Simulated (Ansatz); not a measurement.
# BH− (quartet): wave-function methods side by side at distance B1–H2 = 2.262 Å, aug-cc-pVDZ

Aim: climb from Hartree-Fock through coupled cluster and multireference methods for BH− (quartet) at one geometry and basis, and see what each rung misses.

Computed with Ansatz 0.2.0, Gaussian basis. Level: aug-cc-pVDZ, core rule «outside noble gas», up to 1 orbitals frozen.

To be run: UHF; CCSD(T) on ROHF; CCSD(T) on UHF; BCCD(T) on ROHF; CISD; CCSDT(Q) on ROHF; CCSDT(Q) on UHF; CASSCF and MRCISD+Q, 5 electrons in 5 orbitals; CASSCF and MRCISD+Q(relaxed), 5 electrons in 5 orbitals; CASSCF and NEVPT2, 5 electrons in 5 orbitals; Full CI.

17 further runs of the same task are left out: 11 that didn't finish, 6 set aside as unsound or not needed.

### Step 1. The system

The geometry derives from a PBE0/def2-TZVPD stationary point (not a proven minimum). One bond is set to the value named and the two fragments are kept rigid.

2 atoms, charge -1, spin multiplicity 4.

Atoms are counted from 1 here; the program's logs count them from 0.

No contacts short enough for the rule that draws bonds.

### Step 2. UHF

in.yaml reads:

```yaml
crystal:
  periodic: [false, false, false]
  atoms:
    - {symbol: B, position_ang: [0.000000, 0.000000, 0.000000]}
    - {symbol: H, position_ang: [0.000000, 0.000000, 2.262000]}
basis:
  gaussian: {orbitals: aug-cc-pVDZ}
total_charge: -1
magnetization: {spin_polarized: true, initial_magnetization: 3}
hamiltonian: {xc: hf}
output: {orbitals: {seedname: orbitals}}
```

The run is started by

```
$ ansatz run in.yaml --threads 1 --pin off --events-out ev --progress --plain --max-ram 2393MiB
```

Further steps of the session: CCSD(T) on ROHF; CCSD(T) on UHF; BCCD(T) on ROHF; CISD; CCSDT(Q) on ROHF; CCSDT(Q) on UHF; CASSCF and MRCISD+Q, 5 electrons in 5 orbitals; CASSCF and MRCISD+Q(relaxed), 5 electrons in 5 orbitals; CASSCF and NEVPT2, 5 electrons in 5 orbitals; Full CI.

Q: Predict the results of all the runs planned. Wanted: FCI below the RHF energy; RMP2 from FCI; UMP2 from FCI; RCCSD from FCI; RCCSD(T) from FCI; UCCSD(T) from FCI; RCCSDT(Q) from FCI; UCCSDT(Q) from FCI; NEVPT2 valence from FCI.

As calculated:

| quantity | value |
| --- | --- |
| FCI below the RHF energy | -2.5283 eV |
| RMP2 from FCI | +857.9 meV |
| UMP2 from FCI | +849.1 meV |
| RCCSD from FCI | +144.4 meV |
| RCCSD(T) from FCI | +44.9 meV |
| UCCSD(T) from FCI | +45.6 meV |
| RCCSDT(Q) from FCI | +1.0 meV |
| UCCSDT(Q) from FCI | +0.6 meV |
| NEVPT2 valence from FCI | +654.8 meV |
| MRCISD+Q valence from FCI | +43.4 meV |
| MRCISD+Q(relaxed) valence from FCI | -19.0 meV |
| levels within 1 kcal/mol (43 meV) | RCCSDT, UCCSDT, RCCSDT(Q), UCCSDT(Q), MRCISD+Q(relaxed) valence |
| T1 diagnostic | 0.066 |
| effectively unpaired electrons | 3.09 |

In words: RCCSD(T) lands +44.9 meV from the yardstick (1.8 % of the correlation energy). MRCISD+Q(relaxed) valence falls below full CI: the +Q correction isn't variational, and the cores differ from full CI's. The occupations are near whole numbers, but T1 = 0.066 shows that the orbitals relax strongly. Of the multireference levels listed MRCISD+Q(relaxed) valence comes nearest in total energy (-19.0 meV), which doesn't show that its space is the better one. These misses are within one basis, not against nature; the frozen cores of restricted and unrestricted runs differ, which can shift their rows.
